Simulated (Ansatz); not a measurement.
A calculation on Cu₂ZnSnS₄ (I-4, No. 82) returned lattice constant a 5.468 Å, lattice parameter c 10.936 Å.

Question: Which level of theory produced these numbers?
A) PBE-D3(BJ) (Ansatz (a first-principles code))
B) r²SCAN (Ansatz)
C) r²SCAN+rVV10 (Ansatz)
D) PBE (Ansatz)

Answer: D, PBE (Ansatz)

The others give: PBE-D3(BJ) 5.394 Å, 10.790 Å; r²SCAN 5.414 Å, 10.825 Å; r²SCAN+rVV10 5.391 Å, 10.779 Å.

Unless a cell is named, each level is at its own relaxed cell (PBE 20.43, PBE-D3(BJ) 19.62, r²SCAN 19.83, r²SCAN+rVV10 19.58 Å³/atom).

Ansatz's density-functional and Hartree–Fock values are scalar-relativistic unless marked +SOC, with PAW data made under PBE.
